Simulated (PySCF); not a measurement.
**Which determinant of MgCl lies lowest?**

Unrestricted PBE0; Mg pcseg-1, Cl pcseg-1; no relativity (PySCF 2.14). Outer shells of the fragments: Mg 3s2; Cl 3s2 3p5.

Followed along the bond (rough minima from three points):

```json
{"2Ms+1": "2", "unpaired": "σ ↑", "⟨S²⟩ at the start": "0.75", "R at minimum (Å)": "2.28", "Te (eV)": "0.00"}
{"2Ms+1": "4", "unpaired": "σ ↑, π ↑↑", "⟨S²⟩ at the start": "3.75", "R at minimum (Å)": "none in the scan", "Te (eV)": "≤ 6.78"}
```

Solutions found at the starting distance of 2.325 Å, counted from the lowest of them; the search is not exhaustive and high or unbound solutions are not listed, so other states can lie among these:

```json
{"2Ms+1": "2", "unpaired": "σ ↑", "term": "²Σ⁺", "E (eV)": "0.00", "⟨S²⟩": "0.75", "⟨Lz²⟩": "0.00", "μ (D)": "-4.97"}
{"2Ms+1": "2", "unpaired": "π ↑", "term": "²Π", "E (eV)": "4.10", "⟨S²⟩": "0.77", "⟨Lz²⟩": "1.00", "μ (D)": "-7.04"}
{"2Ms+1": "2", "unpaired": "π ↑", "term": "²Π", "E (eV)": "4.28", "⟨S²⟩": "0.75", "⟨Lz²⟩": "1.01", "μ (D)": "3.25"}
{"2Ms+1": "4", "unpaired": "σ ↑, π ↑↑", "term": "mixed", "E (eV)": "7.06", "⟨S²⟩": "3.75", "⟨Lz²⟩": "2.01", "μ (D)": "2.18"}
{"2Ms+1": "4", "unpaired": "σ ↑, π ↑↑", "term": "mixed", "E (eV)": "7.20", "⟨S²⟩": "3.75", "⟨Lz²⟩": "2.00", "μ (D)": "2.21"}
{"2Ms+1": "4", "unpaired": "σ ↑↑, π ↑", "term": "⁴Π", "E (eV)": "7.90", "⟨S²⟩": "3.75", "⟨Lz²⟩": "1.00", "μ (D)": "1.96"}
```

A term symbol is given only where ⟨S²⟩ and ⟨Lz²⟩ are close to those of a pure state; real π, δ and φ orbitals otherwise mix terms. A positive dipole means Mg(−)Cl(+).

Counting both spins, an empty level lies below a filled one in some of these solutions, because spin and occupation are held.
